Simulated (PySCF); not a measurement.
hydrogen isocyanide (CHN), SMILES [C-]#[NH+].

Coordinates come from a B3LYP-D3(BJ)/def2-TZVPD optimisation.

Two levels are set side by side: TDA-PBE/def2-TZVPD (PySCF) and TDA-ωB97X/def2-TZVPD (PySCF). Vertical, same geometry. The lowest singlet is HOMO→LUMO+2 98 % with PBE and HOMO→LUMO+1 97 % with the other functional; states are paired by order. Differences are taken from unrounded values.

```tsv
quantity	TDA-ωB97X	TDA-PBE	TDA-PBE minus TDA-ωB97X
lowest singlet excitation (eV)	8.51	7.38	-1.13
lowest triplet excitation (TDA) (eV)	6.10	5.67	-0.42
first bright state (f over 0.05) (eV)	8.51	8.18	-0.33
its oscillator strength	0.12	0.10	-0.02
```

Functionals without exact exchange tend to place singlet excitations lower, as here. Differences between two approximate levels are no errors against the true value.

Rough cost on one machine, each run with all the roots and properties that it gave: TDA-ωB97X against TDA-PBE within a factor of 2.
